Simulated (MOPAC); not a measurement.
MOPAC input (MNDO):

```
MNDO 1SCF GEO-OK AUX(PRECISION=9) THREADS=1
CS

C    -0.00000000 1   -0.00000000 1   -1.11416072 1
S     0.00000000 1    0.00000000 1    0.41781027 1
```

Output:

```
 *******************************************************************************
 **                                                                           **
 **                              MOPAC v23.2.5                                **
 **                                                                           **
 *******************************************************************************
 ** MOPAC's Digital Object Identifier: https://doi.org/10.5281/zenodo.6511958 **
 **                                                                           **
 ** Please cite the open-source release paper for use of this MOPAC version:  **
 ** J. E. Moussa and J. J. P. Stewart (2026)                                  **
 ** MOPAC: An open-source semiempirical molecular orbital program             **
 ** J. Open Source Softw., 11(119), 8025, https://doi.org/10.21105/joss.08025 **
 *******************************************************************************

                              MNDO CALCULATION RESULTS

 *******************************************************************************
 *  MNDO       - The MNDO Hamiltonian to be used
 *  GEO-OK     - OVERRIDE INTERATOMIC DISTANCE AND OTHER SAFETY CHECKS
 *  1SCF       - DO 1 SCF AND THEN STOP
 *  AUX        - OUTPUT AUXILIARY INFORMATION
 *******************************************************************************
MNDO 1SCF GEO-OK AUX(PRECISION=9) THREADS=1
 CS

   ATOM   CHEMICAL          X               Y               Z
  NUMBER   SYMBOL      (ANGSTROMS)     (ANGSTROMS)     (ANGSTROMS)

     1       C         -0.00000000  *  -0.00000000  *  -1.11416072  *
     2       S          0.00000000  *   0.00000000  *   0.41781027  *

          CARTESIAN COORDINATES

    NO.       ATOM           X           Y           Z

     1         C         -0.0000     -0.0000     -1.1142
     2         S          0.0000      0.0000      0.4178

  C: (MNDO): M.J.S. DEWAR, W. THIEL, J. AM. CHEM. SOC., 99, 4899, (1977)
  S: (MNDO): M.J.S.DEWAR, C.H. REYNOLDS, J. COMP. CHEM. 7, 140-143 (1986)

           Empirical Formula: C S  =     2 atoms

      MOLECULAR POINT GROUP   :   C*v

      RHF CALCULATION, NO. OF DOUBLY OCCUPIED LEVELS = 5

 -------------------------------------------------------------------------------
 MNDO 1SCF GEO-OK AUX(PRECISION=9) THREADS=1
 CS

     1SCF WAS SPECIFIED, SO BFGS WAS NOT USED
     SCF FIELD WAS ACHIEVED

                              MNDO CALCULATION
                                                       MOPAC v23.2.5 Linux

          FINAL HEAT OF FORMATION =        106.01547 KCAL/MOL =     443.56873 KJ/MOL

          COSMO AREA              =         74.41 SQUARE ANGSTROMS
          COSMO VOLUME            =         58.06 CUBIC ANGSTROMS

          IONIZATION POTENTIAL    =         11.170861 EV
          HOMO LUMO ENERGIES (EV) =        -11.171 -0.488
          NO. OF FILLED LEVELS    =          5
          MOLECULAR WEIGHT        =         44.0710         POINT GROUP:  C*v

          MOLECULAR DIMENSIONS (Angstroms)

            Atom       Atom       Distance
            S     2    C     1     1.53197
            S     2    C     1     0.00000
            C     1    S     2     0.00000

          SCF CALCULATIONS        =          1

   ATOM   CHEMICAL          X               Y               Z
  NUMBER   SYMBOL      (ANGSTROMS)     (ANGSTROMS)     (ANGSTROMS)

     1       C         -0.00000000  *  -0.00000000  *  -1.11416072  *
     2       S          0.00000000  *   0.00000000  *   0.41781027  *

                             CARTESIAN COORDINATES

   1    C       -0.000000000    -0.000000000    -1.114160720
   2    S        0.000000000     0.000000000     0.417810270

           Empirical Formula: C S  =     2 atoms

      MOLECULAR POINT GROUP   :   C*v

                  EIGENVALUES
 -29.73369 -16.86755 -11.84681 -11.84681 -11.17086  -0.48750  -0.48750   2.63399

              NET ATOMIC CHARGES AND DIPOLE CONTRIBUTIONS

  ATOM NO.   TYPE          CHARGE      No. of ELECS.   s-Pop       p-Pop
    1          C          -0.004260        4.0043     1.82115     2.18311
    2          S           0.004260        5.9957     1.88305     4.11269
 DIPOLE           X         Y         Z       TOTAL
 POINT-CHG.     0.000     0.000     0.031     0.031
 HYBRID        -0.000    -0.000     0.048     0.048
 SUM           -0.000    -0.000     0.080     0.080

          ATOMIC ORBITAL ELECTRON POPULATIONS

     Atom    s        px        py        pz
    1  C   1.82115   0.49564   0.49564   1.19184
    2  S   1.88305   1.50436   1.50436   1.10396

 **********************
 *                    *
 * JOB ENDED NORMALLY *
 *                    *
 **********************

 == MOPAC DONE ==
```
